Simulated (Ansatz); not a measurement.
# C2H6OS2: the cost of one run

Program: Ansatz 0.2.0, driven from Python. The levels of theory stand in the script. These are calculated values, not measurements.

## Step 1: The system

Bond lengths: C1–S2 1.757 Å, S2–C3 1.788 Å, C3–O4 1.422 Å, C3–S5 1.819 Å, C1–H6 1.130 Å, C1–H7 1.071 Å, C1–H8 1.156 Å, C3–H9 1.159 Å, O4–H10 0.914 Å, S5–H11 1.365 Å. Angles (14 of 15 angles, heavy atoms first): C1–S2–C3 98.2°, S2–C3–O4 116.6°, S2–C3–S5 112.4°, O4–C3–S5 109.1°, S2–C1–H6 110.4°, S2–C1–H7 114.9°, S2–C1–H8 110.9°, S2–C3–H9 106.2°, O4–C3–H9 103.9°, S5–C3–H9 107.7°, C3–O4–H10 105.0°, C3–S5–H11 93.6°, H6–C1–H7 108.6°, H6–C1–H8 103.7°.

The script holds or builds the structure itself.

## Step 2: Script

Contents of methods.py:

```python
'''One geometry of C2H6OS2, method by method.'''

from pathlib import Path
import argparse

import ansatz as az
import numpy as np

parser = argparse.ArgumentParser(description='One geometry of C2H6OS2, method by method.')
parser.add_argument('--basis-set', required=True, help='Gaussian basis set')
args = parser.parse_args()

geometry = (
    az.Crystal.molecule()
    .atom('C', [-1.6456, 0.2651, -0.0311])
    .atom('S', [-0.5519, -0.1921, 1.2653])
    .atom('C', [0.9902, 0.02, 0.3852])
    .atom('O', [1.1397, 1.2238, -0.3569])
    .atom('S', [1.3764, -1.3955, -0.6902])
    .atom('H', [-2.7184, 0.1933, 0.3155])
    .atom('H', [-1.5386, -0.3039, -0.9322])
    .atom('H', [-1.5202, 1.3818, -0.3024])
    .atom('H', [1.8188, 0.0854, 1.1936])
    .atom('H', [1.6028, 0.9824, -1.1075])
    .atom('H', [1.1123, -2.3172, 0.2813])
)

model = geometry.calculation().basis(gaussian=args.basis_set)

print('functional    E (Ha)        dipole (D)   HOMO (eV)  LUMO (eV)')
for name in ['lda', 'hf', 'blyp', 'pbe', 'b3lyp']:
    r = model.functional(name).forces().orbitals().run(threads=1, backend='cpu', runs_dir='runs').report
    lines = Path(r['orbitals_path']).read_text().splitlines()
    field_of = lambda key: [line.split('=')[1].strip() for line in lines if line.startswith(key)]
    orbitals = [(27.211386 * float(e), s, float(n)) for e, s, n in zip(field_of('Ene='), field_of('Spin='), field_of('Occup='))]
    homo = max(e for e, _, n in orbitals if n > 0.5)
    lumo = min(e for e, _, n in orbitals if n < 0.5)
    dipole = 4.803205 * np.linalg.norm(r['charge_distribution']['dipole_moment_e_ang'])
    print(f'{name:10s} {r["free_energy_ev"] / 27.211386246:14.6f} {dipole:9.3f} {homo:11.3f} {lumo:10.3f}')
```

## Step 3: The input behind the calls

The engine receives this input (first run):

```yaml
crystal:
  periodic: [false, false, false]
  atoms:
    - { symbol: C, position_ang: [-1.6456, 0.2651, -0.0311] }
    - { symbol: S, position_ang: [-0.5519, -0.1921, 1.2653] }
    - { symbol: C, position_ang: [0.9902, 0.02, 0.3852] }
    - { symbol: O, position_ang: [1.1397, 1.2238, -0.3569] }
    - { symbol: S, position_ang: [1.3764, -1.3955, -0.6902] }
    - { symbol: H, position_ang: [-2.7184, 0.1933, 0.3155] }
    - { symbol: H, position_ang: [-1.5386, -0.3039, -0.9322] }
    - { symbol: H, position_ang: [-1.5202, 1.3818, -0.3024] }
    - { symbol: H, position_ang: [1.8188, 0.0854, 1.1936] }
    - { symbol: H, position_ang: [1.6028, 0.9824, -1.1075] }
    - { symbol: H, position_ang: [1.1123, -2.3172, 0.2813] }
basis:
  gaussian:
    orbitals: cc-pVDZ
hamiltonian:
  xc: lda
output:
  orbitals: {}
  forces: true
```

## Step 4: Launch

Command:

```console
$ python methods.py --basis-set cc-pVDZ
```

What time and memory should one allow on 1 thread of Arm Neoverse V1, shared host?

About 21 s, with a peak of 0.28 GiB.
